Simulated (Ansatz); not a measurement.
C₃H₅F₃ (`CC(F)(F)CF`). Total charge 0; spin multiplicity 1. The structure was optimised at the PBE0-D4/def2-TZVP level. It is one conformer, not always the lowest.

```xyz
11

C    -1.117    0.651    0.170
C     0.072   -0.197    0.516
F     0.780    0.401    1.513
F    -0.338   -1.406    1.005
C     1.014   -0.509   -0.631
F     1.429    0.655   -1.230
H    -1.710    0.813    1.070
H    -1.728    0.149   -0.580
H    -0.782    1.610   -0.223
H     0.497   -1.126   -1.370
H     1.884   -1.041   -0.240
```

Question: What is the dipole moment at B3LYP/def2-TZVPP? (Estimate.)

Answer: The calculation gave: 1.67 D, with components (-1.09, -0.42, -1.19) D in this frame, pointing from negative to positive charge.

Question: And with PBE, r2SCAN, ωB97M-V? (Estimate.)

Answer: The calculation gave: PBE 1.55 D, r2SCAN 1.62 D, ωB97M-V 1.66 D.

Question: Give the Mulliken charges with B3LYP, r2SCAN, PBE in def2-TZVPP. (Estimate.)

Answer: Ansatz gave: 
```tsv
atom	B3LYP	r2SCAN	PBE
C1	-0.26	-0.17	-0.27
C2	0.38	0.38	0.30
F3	-0.21	-0.21	-0.16
F4	-0.22	-0.21	-0.17
C5	0.06	0.13	0.03
F6	-0.24	-0.23	-0.20
H7	0.10	0.07	0.10
H8	0.09	0.05	0.09
H9	0.11	0.07	0.10
H10	0.09	0.05	0.08
H11	0.10	0.06	0.10
```

B3LYP here is the variant with VWN-RPA as its local correlation; programs differ in this.
